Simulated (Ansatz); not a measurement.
Geometry optimisation, RKS r2SCAN-D4/6-31G* (Ansatz 0.2.0).

input.yaml

```yaml
crystal:
  periodic: [false, false, false]
  atoms:
    - { symbol: B, position_ang: [0.23749, -0.568789, -0.097222] }
    - { symbol: H, position_ang: [-0.737126, 0.847886, 1.57591] }
    - { symbol: H, position_ang: [1.262323, 0.040144, 0.002008] }
    - { symbol: H, position_ang: [-0.638663, -0.25599, -0.85079] }
    - { symbol: "N", position_ang: [0.073813, -1.795598, 0.71272] }
    - { symbol: H, position_ang: [-0.803045, -2.291632, 0.58659] }
    - { symbol: Si, position_ang: [1.222983, -2.443444, 1.859173] }
    - { symbol: H, position_ang: [1.381218, -3.912306, 1.664657] }
    - { symbol: H, position_ang: [2.518203, -1.751557, 1.64877] }
    - { symbol: H, position_ang: [0.778516, -2.228278, 3.268051] }
    - { symbol: H, position_ang: [-0.670211, 0.144567, 1.637133] }
basis:
  gaussian: { orbitals: "6-31G*" }
hamiltonian:
  xc: r2scan
  dispersion: d4
relax:
  f_tol: 0.03
  max_steps: 50
```

Command:

```bash
$ ansatz run input.yaml --threads 1 --pin off --max-ram 2048MiB --backend cpu --events-out ev --progress --plain --runs-dir out
```

Where does it end, and by what steps?

The run converged. The force dipped under the threshold on the way, but the program's further checks kept it going. After 21 steps the energy has fallen by 0.330 eV; H2 moved furthest, 1.09 Å.

| step | energy less start (eV) | largest force component (eV/Å) | accepted |
| --- | --- | --- | --- |
| 0 | 0.0000 | 1.941 | yes |
| 1 | -0.2022 | 0.878 | yes |
| 2 | -0.2775 | 0.379 | yes |
| 3 | -0.3068 | 0.171 | yes |
| 4 | -0.3187 | 0.096 | yes |
| 5 | -0.3220 | 0.077 | yes |
| 6 | -0.3233 | 0.079 | yes |
| 7 | -0.3232 | 0.324 | no |
| 8 | -0.3250 | 0.021 | yes |
| 9 | -0.3198 | 0.572 | no |
| 10 | -0.3259 | 0.107 | yes |
| 11 | -0.3260 | 0.164 | yes |
| 12 | -0.3256 | 0.244 | no |
| 13 | -0.3270 | 0.047 | yes |
| 14 | -0.3276 | 0.009 | yes |
| 15 | -0.3282 | 0.026 | yes |
| 16 | -0.3286 | 0.073 | yes |
| 17 | -0.3288 | 0.047 | yes |
| 18 | -0.3294 | 0.033 | yes |
| 19 | -0.3296 | 0.072 | yes |
| 20 | -0.3268 | 0.197 | no |
| 21 | -0.3298 | 0.028 | yes |

```xyz
11
Properties=species:S:1:pos:R:3
B 0.440 -0.893 -0.451
H -1.146 1.126 2.542
H 1.548 -0.438 -0.509
H -0.412 -0.594 -1.244
N 0.129 -1.799 0.582
H -0.822 -2.160 0.596
Si 1.213 -2.389 1.833
H 1.445 -3.855 1.694
H 2.495 -1.658 1.697
H 0.624 -2.154 3.182
H -0.889 0.599 2.087
```

Whether the end is a true minimum wasn't checked by a vibrational analysis.

The run took 37 s on 1 thread of Intel(R) Xeon(R) 6975P-C (Granite Rapids), with other jobs on the host, peak memory 0.16 GiB.
